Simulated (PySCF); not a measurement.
**F: ionisation energy**

F [He] 2s2 2p5 (2P) → F⁺ [He] 2s2 2p4 (3P), as a difference of total energies. Computed with PySCF 2.14 in ANO-RCC-VTZP (4s3p2d1f, 30 functions), with the spin-free X2C one-electron Hamiltonian (Gaussian nucleus). Correlated levels: valence: 1s2 frozen; valence and next inner shell: nothing frozen. The calculations carry no spin-orbit coupling.

| method | ionisation energy (eV) | error (eV) |
| --- | --- | --- |
| UHF | 15.659 | -1.768 |
| LDA | 17.915 | +0.488 |
| PBE | 17.627 | +0.200 |
| PBE0 | 17.422 | -0.005 |
| r2SCAN | 17.521 | +0.094 |
| LC-wPBE | 17.729 | +0.302 |
| wB97M-V | 17.421 | -0.006 |
| wB97X | 17.435 | +0.008 |
| revPBE | 17.525 | +0.098 |
| ROHF | 15.707 | -1.720 |
| MP2 (valence) | 17.241 | -0.186 |
| SCS-MP2 (valence) | 17.220 | -0.207 |
| MP2 (valence and next inner shell) | 17.249 | -0.178 |
| SCS-MP2 (valence and next inner shell) | 17.223 | -0.204 |

Reference: 17.427 eV (measured; NIST levels, between the centres of gravity of the two terms).

Errors of the correlated levels include the incompleteness of this basis and the frozen core.
